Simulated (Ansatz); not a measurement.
Input file:

```yaml
crystal:
  periodic: [false, false, false]
  atoms:
    - {symbol: B, position_ang: [-1.286029, 0.000000, 0.000000]}
    - {symbol: H, position_ang: [-1.882762, 1.033571, 0.000000]}
    - {symbol: H, position_ang: [-1.882762, -1.033571, 0.000000]}
    - {symbol: H, position_ang: [-0.047029, 0.000000, 0.000000]}
    - {symbol: N, position_ang: [1.266971, 0.000000, 0.000000]}
basis:
  gaussian: {orbitals: cc-pVDZ}
magnetization: {spin_polarized: true, initial_magnetization: 3}
hamiltonian: {xc: hf}
output: {orbitals: {seedname: orbitals}}
```

```sh
$ ansatz run in.yaml --threads 1 --pin off --events-out ev --progress --plain --max-ram 2393MiB
```

Log:

```
397 factors; integrals over basis functions are off by at most 1.2e-3 eV
mean field evaluation 1: about -2195.2026 eV, gradient 9.9e0 eV
mean field evaluation 2: about -2195.2030 eV, gradient 9.9e0 eV
mean field evaluation 4: about -2196.3482 eV, gradient 1.1e0 eV
mean field evaluation 8: about -2196.3685 eV, gradient 9.0e-4 eV
mean field evaluation 16: about -2183.3305 eV, gradient 3.4e0 eV
mean field evaluation 32: about -2189.8275 eV, gradient 3.8e-2 eV
mean field -2196.36850756 eV, -80.7150539008 hartree, gradient 1.9e-5 eV, S^2 3.768332; 1 other end points of the search recorded, 0 dependent functions left out
reference -2196.36850756 eV, -80.7150539008 hartree; 9, 6 occupied and 34, 37 virtual orbitals, 397 factors
Total energy: -2196.36850756 eV, -80.7150539008 hartree
```

Ran on 1 thread of Arm Neoverse V2, shared host: 0.36 s wall, 0.07 GiB peak host memory.
